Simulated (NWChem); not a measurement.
# Two attempts at SiH4S (Si(SH)H3)

Wanted: a single-point energy of SiH4S (Si(SH)H3), B98/6-31G (density fitting with weigend coulomb fitting, esp resp).

The calculation is run with NWChem 7.3.0.

2 further runs of the same task are left out: 2 set aside as unsound or not needed.

## (1) The structure to begin with

SiH4S has 6 atoms, charge 0, and is taken as a singlet. SMILES: `[H][Si]([H])([H])S`. The coordinates come from a GFN2-xTB relaxation.

Bond lengths: Si1–S2 2.147 Å, S2–H3 1.325 Å, Si1–H4 1.452 Å, Si1–H5 1.457 Å, Si1–H6 1.458 Å. Angles: Si1–S2–H3 97.0°, S2–Si1–H4 103.2°, S2–Si1–H5 107.7°, S2–Si1–H6 107.7°, H4–Si1–H5 113.2°, H4–Si1–H6 113.1°, H5–Si1–H6 111.3°.

## (2) The input as first written

The input, job.nw:

```
start job
title "Si(SH)H3"
memory 2200 mb

geometry noautosym nocenter noautoz
   Si    0.201210   -0.014540   -0.544580
   S     0.253720    0.019820    1.601470
   H    -1.056810    0.059910    1.795240
   H     1.606010   -0.020690   -0.909950
   H    -0.503230    1.180600   -0.990160
   H    -0.500900   -1.225100   -0.952020
end

basis spherical bse
   * library 6-31G
end

basis "cd basis" spherical
   * library "weigend coulomb fitting"
end

dft
   xc becke98
   disp vdw 4
   grid coarse
   iterations 100
   mulliken
   noprint "final vectors analysis"
end

esp
   restrain
   range 0.4
   spacing 0.035
   recalculate
end

task dft energy
task esp
```

On the command line:

```bash
$ nwchem job.nw > job.out
```

The program printed:

```text
Northwest Computational Chemistry Package (NWChem) 7.3.0
             --------------------------------------------------------

           Job information
           ---------------

    nwchem branch   = 7.3.0
    use scalapack   = T
    input           = job.nw
    prefix          = job.
    data base       = ./job.db
    status          = startup
    nproc           =        1

           Memory information
           ------------------

    heap     =     72089594 doubles =      550.0 Mbytes
    stack    =     72089599 doubles =      550.0 Mbytes
    global   =    144179200 doubles =     1100.0 Mbytes (distinct from heap & stack)
    total    =    288358393 doubles =     2200.0 Mbytes
    verify   = yes
    hardfail = no

           Directory information
           ---------------------

  0 permanent = .
  0 scratch   = .

                                NWChem Input Module
                                -------------------

                                     Si(SH)H3
                                     --------

 Scaling coordinates for geometry "geometry" by  1.889725989
 (inverse scale =  0.529177249)

                             Geometry "geometry" -> ""
                             -------------------------

 Output coordinates in angstroms (scale by  1.889725989 to convert to a.u.)

[... 18 lines left out ...]
            Nuclear Dipole moment (a.u.)
[... 114 lines left out ...]
          Convergence on energy requested:  1.00D-06
          Convergence on density requested:  1.00D-05
          Convergence on gradient requested:  5.00D-04
[... 20 lines left out ...]
          Spatial weights used:  Erf1
[... 1 line left out ...]
          Convergence Information
          -----------------------
          Convergence aids based upon iterative change in
          total energy or number of iterations.
          Levelshifting, if invoked, occurs when the
          HOMO/LUMO gap drops below (HL_TOL):  1.00D-02
          DIIS, if invoked, will attempt to extrapolate
          using up to (NFOCK): 10 stored Fock matrices.

                    Damping( 0%)  Levelshifting(0.5)       DIIS
                  --------------- ------------------- ---------------
          dE  on:    start            ASAP                start
          dE off:    2 iters        100 iters           100 iters

      Screening Tolerance Information
      -------------------------------
          Density screening/tol_rho:  1.00D-10
          AO Gaussian exp screening on grid/accAOfunc:  14
          CD Gaussian exp screening on grid/accCDfunc:  20
          XC Gaussian exp screening on grid/accXCfunc:  20
          Schwarz screening/accCoul:  1.00D-08

 ------------------------------------------------------------------------
  vdw 4: scaling factors not available                   0
 ------------------------------------------------------------------------
 ------------------------------------------------------------------------
  current input line :
    38: task dft energy
 ------------------------------------------------------------------------
 ------------------------------------------------------------------------
 This error has not yet been assigned to a category
 ------------------------------------------------------------------------

0: vdw 4: scaling factors not available:Received an Error in Communication
  Errorcode: -1
```

Wall time 1.2 s (1 thread of Intel Xeon Platinum 8259CL at 2.50GHz (Skylake/Cascade Lake), shared host); peak memory 0.088 GiB.

## (3) Reading the log

The job stopped with an error part of the way.

The telling line is `vdw 4: scaling factors not available                   0`. Cause: no dispersion parameters. To mend it: dispersion none in place of D3(BJ).

## (4) Second attempt

Changes to job.nw since step 2:

```diff
@@ -2,3 +2,3 @@
 title "Si(SH)H3"
-memory 2200 mb
+memory stack 880 mb heap 220 mb global 1100 mb
 
@@ -23,5 +23,3 @@
    xc becke98
-   disp vdw 4
    grid coarse
-   iterations 100
    mulliken
```

On the command line:

```bash
$ nwchem job.nw > job.out
```

The program printed:

```text
[...]
          Wavefunction type:  closed shell.
          No. of atoms     :     6
          No. of electrons :    34
[...]
          Charge           :     0
          Spin multiplicity:     1
[...]
          AO basis - number of functions:    34
[...]
              XC Information
              --------------
                   Becke 1998 Method XC Functional
                     Hartree-Fock (Exact) Exchange  0.220
                   Becke 1998  Exchange Functional  1.000
                 Becke 1998 Correlation Functional  1.000
[...]
 d= 0,ls=0.0,diis     1   -689.8952773152 -7.79D+02  2.55D-02  1.90D-01     1.4
[...]
 d= 0,ls=0.0,diis     7   -689.9301617370 -2.46D-08  3.16D-06  3.37D-09     5.6
         Total DFT energy =     -689.930161736998
      One electron energy =    -1131.427882344572
           Coulomb energy =      400.026081054274
    Exchange-Corr. energy =      -48.055871033849
 Nuclear repulsion energy =       89.527510587149
[...]
      Total Density - Mulliken Population Analysis
     ---------------------------------------------
    Atom       Charge   Shell Charges
 -----------   ------   -------------------------------------------------------
    1 Si  14    13.53   2.00  2.00  5.97  1.05  2.04  0.25  0.22
    2 S   16    16.29   2.00  2.00  5.97  1.36  3.11  0.57  1.28
    3 H    1     0.93   0.52  0.41
    4 H    1     1.07   0.52  0.55
    5 H    1     1.09   0.52  0.57
    6 H    1     1.09   0.52  0.57
[...]
 Dipole moment                                  0.893449    0.893144    0.893144
 Quadrupole moment Qxx                          2.784192    2.781649    2.781649
                   Qyy                         -1.270691   -1.270283   -1.270283
                   Qzz                         -1.513502   -1.511367   -1.511367
[...]
```

It took 10 s on 1 thread of Intel Xeon Platinum 8259CL at 2.50GHz (Skylake/Cascade Lake), shared host; peak memory 0.11 GiB.

## (5) Outcome

Level: B98/6-31G (density fitting with weigend coulomb fitting, esp resp).

```
     quantity          value
 total energy  -689.93016 Eh
dipole moment         2.27 D
```
